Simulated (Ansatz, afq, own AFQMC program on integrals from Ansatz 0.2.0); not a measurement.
# CH₅Al, singlet in 6-31G along one coordinate

```xyz
7

Al    0.0000    0.0002    0.6566
C     0.0000   -0.0066   -1.2942
H     0.0000    1.3841    1.4409
H     0.0000   -1.3526    1.4928
H     0.0000   -1.0105   -1.7238
H    -0.8749    0.5268   -1.6821
H     0.8749    0.5268   -1.6821
```

All coordinates are scaled about the centre. Energies in eV count from this geometry (1.000) at the same level; the start stands on RHF, each point on the determinant named.

Basis 6-31G. Noble-gas cores (and the filled d shells of Ga–Kr and In–Xe) are frozen. Integrals, coupled cluster, full CI and functionals: Ansatz 0.2.0; the random walks run on the same integrals in our own AFQMC program. ph-AFQMC/CISD is guided by a CISD state made of CCSD amplitudes; releasing the constraint for a short imaginary time cuts its bias at the price of noise, slowly where states lie close. Error bars are statistical, one sigma.

Cautions, each for one point or more: an unrestricted solution with more broken spin lies lower, while this determinant keeps restricted orbitals; higher spins were not checked; restricted determinant unstable towards unrestricted; strong correlation; the ph-AFQMC/CISD walk drifts between its halves; the search met a lower determinant of the same kind, perhaps of another symmetry; unrestricted determinant spin contaminated; walk and cluster series may follow different spin states.

```tsv
scale of all distances	det.	T1	weight	⟨S²⟩	CCSD(T)	ph-AFQMC/CISD	released AFQMC	CCSDT(Q)	r2SCAN	wB97M-V
0.866	RHF	0.008	0.93	pure	3.759	3.761 ± 0.008	3.764 ± 0.008	–	3.375	3.311
1.126	RHF	0.011	0.89	pure	1.008	0.987 ± 0.013	1.012 ± 0.013	1.000	1.291	1.402
1.325	UHF‡	0.018	0.82	0.00	5.674	5.671 ± 0.023	5.680 ± 0.024*	5.640	6.382	6.809
1.482	RHF	0.026	0.73	pure	9.604	9.646 ± 0.040	–	9.521	10.733	11.541
2.361	UHF¶	0.066	0.59	3.82	18.449	18.414 ± 0.024	–	–	20.451§	21.411§
```

Weight is that of the determinant in the CISD state; at the start T1 is 0.009 and the weight 0.92. ¶ marks points with a poor determinant and no full CI, where no value is sure; they don't count among the departures. An asterisk marks released energies that aren't shown to be converged. A double dagger marks points where the walks on two determinants ended up to 0.057 eV apart; the lower is shown. A dash marks a missing value, a released energy that hasn't settled or a functional that sits on another state. § marks a functional whose ⟨S²⟩ is too high by over 0.1. Largest departures from phaseless AFQMC with a CISD trial: CCSD(T) -0.042 eV at 1.482 (on RHF) (within the noise), released AFQMC 0.026 eV at 1.126 (on RHF) (within the noise), CCSDT(Q) -0.124 eV at 1.482 (on RHF), r2SCAN 1.087 eV at 1.482, wB97M-V 1.895 eV at 1.482. The walk's constraint bias lies outside its error bars, so these are departures and not errors. Functionals count only at points shown to share the start's state and spin. In this small basis the wave-function levels are far from their limit, so their gap to the functionals isn't the functionals' error.

Some points may be missing: those where a free walk finds a much lower state, and past Zn most of those on another determinant than at the start.

CCSDT and higher add their correlation energy to the determinant of the CCSD(T) run, since their own runs factorise the integrals more tightly (a shift of under 2 meV). A walk keeps the symmetry of its determinant, which the program's search chose and which needn't be the lowest solution, so a lower state of the same spin and another symmetry isn't excluded.
